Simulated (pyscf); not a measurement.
PySCF, gas phase, ωB97X-D3(BJ)/def2-SVP geometries. Correlated levels are frozen-core, on RHF or UHF. ΔMP2 is the change of the MP2 total energy from the triple- to the quadruple-zeta basis.

Problem. How much does it cost (ΔH, 298 K, CCSD(T)/def2-TZVPP + ΔMP2(QZVPP)) to split `[ClH]` at its Cl–H bond into Cl• + H•?

Solution. Cl–H to Cl• + H•: 4.46 eV. The CCSD(T) − MP2 part came from Ansatz, without density fitting, on the same reference. Left out: the spin-orbit lowering of Cl.
